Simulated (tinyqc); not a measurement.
A ladder of methods, and size consistency: correlation methods against full CI in the sto-3g basis, for LiH, spin multiplicity 1. Computed by the program tinyqc with PySCF. 

Geometry (angstrom):
```
atom,x,y,z
Li,0.0000,0.0000,0.0000
H,0.0000,0.0000,1.3820
```

RHF energy of one = -7.859468 hartree

All electrons correlated; +Q is the Davidson correction (1 - c0^2) E_corr. The last columns treat two copies 100 angstrom apart as one system. FCI is the lowest singlet.

Correlation energies (hartree):
```
method,E_corr of one,share of FCI (%),E_corr of two at 100 angstrom,two minus twice one (mhartree)
MP2,-0.011598,65.3140,-0.023196,0.0000
CISD,-0.017747,99.9405,-0.034821,0.6726
CISD+Q,-0.018102,101.9398,-0.036098,0.1057
CCSD,-0.017749,99.9542,-0.035498,-3.75e-05
CCSD(T),-0.017756,99.9917,-0.035512,-3.74e-05
FCI,-0.017757,100.0000,-,-
```

MP2 recovers 65 %, CISD 99.9 % and CCSD 100.0 % of the FCI value (c0^2 = 0.980 in CISD). MP2 and coupled cluster are size consistent, so their last column vanishes; CISD loses 0.67 mhartree, since a double excitation on each copy is a quadruple of the pair, and the Davidson correction leaves +0.11.
